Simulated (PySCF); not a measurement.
An element was calculated at PBE (PySCF 2.14, spin-free X2C, a triple-zeta basis, no spin-orbit coupling), in the ground configurations that NIST lists.

```
electron affinity          : 1.628 eV
first ionisation energy    : 11.536 eV
second ionisation energy   : 24.839 eV
third ionisation energy    : 47.125 eV
polarisability of the atom : 13.6 bohr³
```

Question: Which element is it?

Answer: Carbon (C, Z = 6), in aug-cc-pCVTZ-DK with one added diffuse shell each of s, p, d, f type. NIST lists 11.260, 24.383, 47.888 eV for these ionisation energies.
